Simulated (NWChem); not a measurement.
Polarisability of Na2

SMILES: [Na][Na]
```xyz
2

Na     0.0000     0.0000     1.5547
Na     0.0000     0.0000    -1.5547
```
Charge 0, spin multiplicity 1.

Everything below was run with NWChem. The geometry was optimised at PBE/def2-SVP, a minimum by its harmonic frequencies.

Basis set: 6-31G*. Static limit. This basis has no diffuse functions, which lowers polarisabilities.

| method | isotropic polarisability (bohr³) | difference from CCSD linear response |
|---|---|---|
| CCSD linear response | 275.45 | 0.00 |
| LDA (SVWN5) | 234.61 | -40.84 |
| HF | 266.74 | -8.71 |
| B3LYP | 233.07 | -42.37 |
| PBE | 242.81 | -32.63 |

The values span 42.37 bohr³, from B3LYP (lowest) to CCSD linear response (highest). 

The correlated methods keep 2 core orbitals frozen. B3LYP has NWChem's definition, with VWN1-RPA local correlation. The Pople sets run with spherical d functions. The structure started from a generated list of species. Differences from the coupled-cluster row are differences between methods, not errors against experiment.
